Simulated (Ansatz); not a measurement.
in.yaml

```yaml
crystal:
  periodic: [false, false, false]
  atoms:
    - {symbol: Si, position_ang: [0.000000, 0.000000, 0.000000]}
    - {symbol: Si, position_ang: [0.000000, 0.000000, 6.168000]}
basis:
  gaussian: {orbitals: "6-31++G**"}
magnetization: {spin_polarized: true, initial_magnetization: 2}
correlation: {method: ccsd, electrons: outside_noble_gas}
scf: {lower_state_search: off}
nroots: 3
output: {forces: true}
```

```sh
$ ansatz run in.yaml --threads 1 --pin off --events-out ev --progress --plain --max-ram 2393MiB
```

Problem. One thing in this input was set wrong on purpose, beside settings that are merely unusual. What is the gravest fault, and what does the program do?

Solution. Unknown input key. How the run ends: refused.
```
Error: YAML parse error: error: line 11 column 1: unknown field `nroots`, expected one of crystal, accuracy, basis, kpoints, hamiltonian, magnetization, projection, total_charge, correlation, batch, efield, external_charges, scf, relax, neb, saddle, md, ramp, phonons, dielectric, real_time, elastic, magnetic_configurations, gw, evaluate, workflow, output, checkpoint, execution
  --> <input>:11:1
   |
 9 | correlation: {method: ccsd, electrons: outside_noble_gas}
10 | scf: {lower_state_search: off}
11 | nroots: 3
   | ^ unknown field `nroots`, expected one of crystal, accuracy, basis, kpoints, hamiltonian, magnetization, projection, total_charge, correlation, batch, efield, external_charges, scf, relax, neb, saddle, md, ramp, phonons, dielectric, real_time, elastic, magnetic_configurations, gw, evaluate, workflow, output, checkpoint, execution
12 | output: {forces: true}
   |
```
